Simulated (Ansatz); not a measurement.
in.yaml

```yaml
crystal:
  periodic: [false, false, false]
  atoms:
    - {symbol: B, position_ang: [0.000000, 0.156752, 2.789018]}
    - {symbol: C, position_ang: [0.000000, -0.406829, -0.963901]}
    - {symbol: H, position_ang: [0.000000, 0.250077, -1.825118]}
basis:
  gaussian: {orbitals: 6-31G}
magnetization: {spin_polarized: false}
correlation: {method: ccsdtq, electrons: outside_noble_gas}
```

```sh
$ ansatz run in.yaml --threads 1 --pin off --events-out ev --progress --plain --max-ram 2393MiB
```

The program prints:

```
440 factors; integrals over basis functions are off by at most 6.8e-8 eV
mean field evaluation 1: about -1700.9196 eV, gradient 1.9e1 eV
mean field evaluation 2: about -1700.9195 eV, gradient 1.9e1 eV
mean field evaluation 4: about -1703.8828 eV, gradient 5.0e0 eV
mean field evaluation 8: about -1704.2466 eV, gradient 6.9e-1 eV
mean field evaluation 16: about -1704.2775 eV, gradient 2.7e-5 eV
mean field evaluation 32: about -1702.5462 eV, gradient 8.1e0 eV
mean field evaluation 64: about -1703.9053 eV, gradient 4.8e0 eV
mean field evaluation 96: about -1704.2773 eV, gradient 1.1e-1 eV
mean field evaluation 128: about -1700.6938 eV, gradient 1.9e1 eV
mean field evaluation 160: about -1703.1540 eV, gradient 3.4e-3 eV
mean field -1704.27749468 eV, -62.6310427287 hartree, gradient 2.1e-6 eV, S^2 0.000000; 11 other end points of the search recorded, 0 dependent functions left out; unrestricted orbitals would lower it
...
cycle 231  -6.67255121 eV  change   -5.0e-9 eV  update   1.7e-6
cycle 232  -6.67255121 eV  change    2.8e-9 eV  update   1.1e-6
cycle 233  -6.67255120 eV  change    4.6e-9 eV  update   3.0e-6
cycle 234  -6.67255119 eV  change    1.1e-8 eV  update   1.8e-6
cycle 235  -6.67255118 eV  change    1.3e-8 eV  update   1.3e-6
cycle 236  -6.67255117 eV  change    5.1e-9 eV  update   1.0e-6
cycle 237  -6.67255117 eV  change    2.6e-9 eV  update   1.2e-6
cycle 238  -6.67255118 eV  change   -3.9e-9 eV  update   6.1e-7
cycle 239  -6.67255118 eV  change   -3.4e-9 eV  update   1.7e-6
cycle 240  -6.67255118 eV  change   5.7e-11 eV  update   1.1e-7
WARN: the results are in doubt because among natural orbitals the method converges to other amplitudes
Total energy: -1710.95004586 eV, -62.8762544618 hartree
In doubt: among natural orbitals the method converges to other amplitudes
```

For the same geometry and basis full CI lies 62.7 meV lower.

Ran on 1 thread of Arm Neoverse V1, shared host: 74 s wall, 0.14 GiB peak host memory.
